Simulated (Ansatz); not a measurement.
System: NO, net charge 0, doublet state. 
Geometry from a B3LYP-D3(BJ)/def2-TZVP (Ansatz, a first-principles code) optimisation:
SMILES: [N]=O
```xyz
2

N      0.0000     0.0000    -0.6106
O      0.0000     0.0000     0.5343
```
Charge 0, spin multiplicity 2.

Atomisation energy built up term by term with Ansatz (kcal/mol; UHF references for open shells; valence terms freeze the core; atomic spin-orbit terms are left out). CBS(X,Y): correlation extrapolated as X^-3; Hartree-Fock from the larger set (for Q and 5 zeta extrapolated as (X+1)exp(-9√X)).

```json
[
 {"term": "Hartree-Fock", "basis": "CBS(cc-pVQZ,cc-pV5Z)", "kcal/mol": "54.15"},
 {"term": "CCSD correlation", "basis": "CBS(cc-pVQZ,cc-pV5Z)", "kcal/mol": "88.39"},
 {"term": "(T)", "basis": "CBS(cc-pVQZ,cc-pV5Z)", "kcal/mol": "9.02"},
 {"term": "CCSDT - CCSD(T)", "basis": "cc-pVDZ", "kcal/mol": "0.19"},
 {"term": "(Q)", "basis": "cc-pVDZ", "kcal/mol": "0.85"},
 {"term": "core correlation", "basis": "cc-pwCVTZ", "kcal/mol": "0.59"},
 {"term": "scalar relativity (X2C)", "basis": "cc-pVTZ-DK against cc-pVTZ", "kcal/mol": "-0.19"},
 {"term": "sum: De", "basis": "", "kcal/mol": "153.0"}
]
```

(T) makes 5.9 % of the CCSD(T) atomisation energy.
